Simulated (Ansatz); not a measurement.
Bulk modulus (GPa) of solids drawn from the class of elemental solids other than molecular ones, at two levels: PBE in Ansatz (plane waves, PAW), and r²SCAN in Ansatz (PAW).

| solid | PBE | r²SCAN | shift (%) |
|---|---|---|---|
| bcc Rb | 2.78 | 2.64 | -5.0 |
| hcp Zn | 62.5 | 75.6 | +21 |
| hcp Lu | 46.4 | 46.5 | +0.2 |
| hcp Tc | 300 | 320 | +6.7 |
| hcp Be | 123 | 124 | +0.8 |
| fcc Au | 139 | 154 | +10.8 |
| diamond | 433 | 451 | +4.2 |
| hcp Y | 40.8 | 40.6 | -0.5 |
| bcc W | 303 | 320 | +5.6 |
| hcp Ti | 112 | 117 | +4.5 |

The shifts run from -5.0 % to +21 %, with a median of +4.3 %.

Over all 10 rows r²SCAN is the larger in 8.

Ansatz's runs of these crystals have no spin polarisation. Meta-GGA and hybrid levels favour moments, which can bear on hcp Y, hcp Ti.

Spin–orbit coupling is left out, also for the solids with elements from indium on (hcp Lu, fcc Au, bcc W); its size isn't shown.

Each level is taken at its own relaxed cell. Ansatz's density-functional and Hartree–Fock values are scalar-relativistic unless marked +SOC, with PAW data made under PBE.

Ansatz is a quantum-chemistry and plane-wave program.
